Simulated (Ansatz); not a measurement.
Input file:

```yaml
crystal:
  periodic: [false, false, false]
  atoms:
    - {symbol: Ge, position_ang: [0.000000, 0.000000, 0.431903]}
    - {symbol: N, position_ang: [0.000000, 0.000000, -1.883353]}
    - {symbol: H, position_ang: [0.000000, 0.830871, -2.477269]}
    - {symbol: H, position_ang: [0.000000, -0.830871, -2.477269]}
basis:
  gaussian: {orbitals: cc-pVDZ}
magnetization: {spin_polarized: false, initial_magnetization: 1}
correlation: {method: sc_nevpt2, electrons: outside_noble_gas, active_space: {window: {electrons: 11, orbitals: 10}, shells: [{species: Ge, l: s, shell: 4}, {species: Ge, l: p, shell: 4}, {species: H, l: s, shell: 1}, {species: "N", l: s, shell: 2}, {species: "N", l: p, shell: 2}]}}
```

```sh
$ ansatz run in.yaml --threads 1 --pin off --events-out ev --progress --plain --max-ram 2393MiB
```

Output:

```
984 factors; integrals over basis functions are off by at most 1.8e-7 eV
mean field evaluation 1: about -57980.7190 eV, gradient 3.5e1 eV
mean field evaluation 2: about -57980.7477 eV, gradient 3.5e1 eV
mean field evaluation 4: about -57983.9689 eV, gradient 2.7e0 eV
mean field evaluation 8: about -57984.0118 eV, gradient 2.5e-1 eV
mean field evaluation 16: about -57984.0132 eV, gradient 1.0e-6 eV
mean field evaluation 32: about -57983.5934 eV, gradient 8.5e-4 eV
mean field evaluation 64: about -57982.3824 eV, gradient 5.8e-1 eV
mean field evaluation 96: about -57983.5934 eV, gradient 1.6e-6 eV
mean field evaluation 128: about -57982.8977 eV, gradient 1.7e0 eV
mean field -57984.01323810 eV, -2130.8731835244 hartree, gradient 1.0e-6 eV, S^2 0.750000; 11 other end points of the search recorded, 0 dependent functions left out
reference -57984.01323810 eV, -2130.8731835244 hartree; 21, 20 occupied and 30, 31 virtual orbitals, 984 factors
state -57987.46500246 eV, -2131.0000335250 hartree
state -57987.46500246 eV, -2131.0000335250 hartree; corrected -57990.55179735 eV, -2131.1134711447 hartree
Total energy: -57990.55179735 eV, -2131.1134711447 hartree
Checks for a lower state left out: starts, orbital_swaps
```

Natural occupations: 1.9981 1.9812 1.9728 1.9563 1.9510 1.0002 0.0484 0.0438 0.0254 0.0228.

Ran on 1 thread of Intel Xeon Platinum 8259CL, shared host: 16 s wall, 0.18 GiB peak host memory.
